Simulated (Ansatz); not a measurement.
# Other spins and charges of H₂B–B, triplet at one geometry

Geometry (PBE0/def2-TZVP stationary point for this spin, not checked as a minimum):

```xyz
4

B     0.0000    0.0000    0.6756
B     0.0000    0.0000   -0.9095
H     0.0000    1.0479    1.2540
H     0.0000   -1.0479    1.2540
```

Basis 6-31G; Ansatz 0.2.0. Only valence electrons are correlated (noble-gas cores frozen). R marks a restricted (for open shells ROHF) determinant, U an unrestricted one. Active spaces: valence = (8e, 10o) chosen from the atoms' valence shells.

Gaps are energies of the second state less the first, at fixed atoms, for a selection of the levels run; each method lands on the state that its own search finds for that charge and spin.

HF rows: RHF is the determinant under the cluster runs, UHF is the lowest solution found. Coupled cluster chose its determinant by a search with trial CCSD, here up to 0.14 eV above the lowest Hartree–Fock solution of its kind, and MP2 stands on that determinant too. For open shells CISD and CISDTQ are restricted-active-space CI with the open shells as a complete middle space.

Removing an electron, to the quartet: 12.354 eV at full CI (triplet B1, quartet ion A2, in C2v).

| level | gap (eV) | error (meV) |
| --- | --- | --- |
| RMP2 | 12.343 | -11 |
| UMP2 | 12.365 | 11 |
| RCCSD | 12.341 | -13 |
| UCCSD | 12.339 | -15 |
| RCCSD(T) | 12.352 | -2 |
| UCCSD(T) | 12.352 | -2 |
| BCCD(T) | 12.354 | 0 |
| RCCSDT | 12.354 | 0 |
| UCCSDT | 12.354 | 0 |
| CISDTQ | 12.352 | -2 |
| RCCSDT(Q) | 12.354 | 0 |
| UCCSDT(Q) | 12.354 | 0 |
| RCCSDTQ | 12.354 | 0 |
| CASSCF (valence space) | 12.127 | -227 |
| NEVPT2 (valence space) | 12.285 | -69 |
| MRCISD (valence space) | 12.343 | -11 |
| MRCISD+Q (valence space) | 12.350 | -4 |
| PBE | 12.549 | 195 |
| r2SCAN | 12.651 | 297 |
| PBE0 | 12.675 | 321 |
| B3LYP | 12.716 | 362 |
| wB97X-V | 12.826 | 472 |
| wB97M-V | 12.674 | 320 |
| B2PLYP | 12.581 | 227 |
| RPA-PBE | 11.987 | -367 |

Quintet less triplet: 4.962 eV at full CI (triplet B1, quintet A2, in C2v).

```tsv
level	gap (eV)	error (meV)
RHF	4.471	-491
UHF	4.444	-518
RMP2	4.819	-143
UMP2	4.825	-137
CISD	4.872	-90
RCCSD	4.935	-27
UCCSD	4.934	-28
RCCSD(T)	4.956	-6
UCCSD(T)	4.955	-7
BCCD(T)	4.958	-4
RCCSDT	4.960	-2
UCCSDT	4.960	-2
CISDTQ	4.958	-4
RCCSDT(Q)	4.961	-1
UCCSDT(Q)	4.961	-1
RCCSDTQ	4.962	0
CASSCF (valence space)	4.976	14
NEVPT2 (valence space)	4.974	12
MRCISD (valence space)	4.966	4
MRCISD+Q (valence space)	4.965	3
PBE	5.046	84
r2SCAN	4.867	-95
PBE0	5.084	122
B3LYP	5.354	392
wB97M-V	5.462	500
B2PLYP	5.314	352
RPA-PBE	4.922	-40
```

Removing an electron, to the doublet: 8.721 eV at full CI (triplet B1, doublet ion A1, in C2v).

| level | gap (eV) | error (meV) |
| --- | --- | --- |
| RHF | 8.439 | -282 |
| UHF | 8.429 | -292 |
| RMP2 | 8.678 | -43 |
| UMP2 | 8.679 | -42 |
| CISD | 8.671 | -50 |
| RCCSD | 8.691 | -30 |
| UCCSD | 8.690 | -31 |
| RCCSD(T) | 8.711 | -10 |
| UCCSD(T) | 8.712 | -9 |
| BCCD(T) | 8.714 | -7 |
| RCCSDT | 8.720 | -1 |
| UCCSDT | 8.720 | -1 |
| CISDTQ | 8.719 | -2 |
| RCCSDT(Q) | 8.721 | 0 |
| UCCSDT(Q) | 8.721 | 0 |
| RCCSDTQ | 8.721 | 0 |
| CASSCF (valence space) | 8.425 | -296 |
| NEVPT2 (valence space) | 8.633 | -88 |
| MRCISD (valence space) | 8.706 | -15 |
| MRCISD+Q (valence space) | 8.716 | -5 |
| PBE | 9.320 | 599 |
| r2SCAN | 9.412 | 691 |
| PBE0 | 9.287 | 566 |
| B3LYP | 9.181 | 460 |
| wB97X-V | 9.057 | 336 |
| wB97M-V | 9.033 | 312 |
| B2PLYP | 8.933 | 212 |
| RPA-PBE | 8.769 | 48 |

Singlet less triplet: 1.048 eV at full CI (triplet B1, singlet A1, in C2v).

```csv
level,gap (eV),error (meV)
RHF,1.494,446
RMP2,1.303,255
CISD,1.153,105
RCCSD,1.056,8
RCCSD(T),1.059,11
BCCD(T),1.061,13
RCCSDT,1.056,8
CISDTQ,1.058,10
RCCSDT(Q),1.052,4
RCCSDTQ,1.048,0
CASSCF (valence space),1.082,34
NEVPT2 (valence space),1.059,11
MRCISD (valence space),1.044,-4
MRCISD+Q (valence space),1.043,-5
```

In so small a basis the reference is far from its limit while semilocal and hybrid functionals are nearer theirs (RPA and double hybrids share part of the reference's basis error), so the functionals' errors here hold much of the reference's basis and frozen-core error, which can add to them or hide them. The set has no polarisation functions, which weighs most on the reference.

Full CI is exact within this basis and frozen core; it isn't the basis-set limit. The frozen core follows each run's orbitals, which can shift R against U totals by a few meV.
